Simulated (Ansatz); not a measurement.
# BHOP: the cost of one run

The runs use Ansatz 0.2.0, Gaussian basis; def2-QZVPP, core rule «outside noble gas», up to 7 orbitals frozen.

The runs, in order: UHF; ROHF; CCSD(T) on UHF.

2 further runs of the same task are left out: 2 set aside as unsound or not needed.

### 1 The geometry

The geometry is a PBE0/def2-TZVP stationary point (not a proven minimum).

4 atoms, charge 0, spin multiplicity 2.

Atoms are counted from 1 here; the program's logs count them from 0.

Bond lengths: O1–B2 1.313 Å, O1–H4 0.963 Å, B2–P3 1.737 Å. Angles: B2–O1–H4 117.1°, O1–B2–P3 177.9°.

### 2 UHF

File in.yaml:

```yaml
crystal:
  periodic: [false, false, false]
  atoms:
    - {symbol: O, position_ang: [0.000010, -0.253523, 0.967945]}
    - {symbol: B, position_ang: [-0.000021, -0.179739, -0.342663]}
    - {symbol: P, position_ang: [0.000006, -0.144524, -2.078829]}
    - {symbol: H, position_ang: [0.000006, 0.577785, 1.453547]}
basis:
  gaussian: {orbitals: "def2-QZVPP.json"}
magnetization: {spin_polarized: true, initial_magnetization: 1}
hamiltonian: {xc: hf}
output: {orbitals: {seedname: orbitals}}
```

On the command line:

```sh
$ ansatz run in.yaml --threads 1 --pin off --events-out ev --progress --plain --max-ram 2393MiB
```

What time and memory should one allow on 1 thread of Intel Xeon Platinum 8259CL at 2.50GHz, shared host?

About 28 s, with a peak of 0.52 GiB.
